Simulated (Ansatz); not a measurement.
## Strontium, fcc: convergence with Gaussian smearing

Computed with Ansatz, LDA, scalar-relativistic PAW, on the relaxed cell (a = 5.806 Å; spin not included). Errors count from a run at 420 eV on a Γ-centred 15×15×15 mesh with Fermi-Dirac smearing of 0.1 eV, extrapolated to zero width. Fixed here: cutoff 420 eV, mesh 9×9×9. The SCF starts from atomic densities corrected by a trained network.

```tsv
width (eV)	E(σ→0) error (meV/atom)	F error (meV/atom)	P (GPa)	SCF iterations
0.01	0.4	0.4	-0.05	6
0.03	0.4	0.4	-0.05	6
0.2	3.2	-9.3	-0.04	6
0.3	3.4	-25.2	-0.02	6
0.6	4.8	-111.0	0.08	6
1.0	2.5	-317.6	0.25	6
```

Question: What does the run at 0.1 give (width)?

Answer: E(σ→0) error (meV/atom): 1.5; F error (meV/atom): -0.7; P (GPa): -0.05; SCF iterations: 6.
